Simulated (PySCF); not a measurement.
O₂ was optimised in PySCF in the def2-TZVP basis family (density fitting, no spin–orbit coupling) with several functionals.

One of them gave a triplet of D∞h symmetry with a mean bond of 1.193 Å to O, wavenumbers 1715 cm⁻¹.

Problem. Which level of theory was it?
A. B3LYP
B. PBE0
C. PBE

Solution. B. That is PBE0, with O–O 1.193 Å. The others give B3LYP 1.204 Å and 1638 cm⁻¹ for the highest mode; PBE 1.219 Å and 1557 cm⁻¹ for the highest mode.

Only the bonding shown was studied: isomers, or loss of a ligand pair, can lie lower.
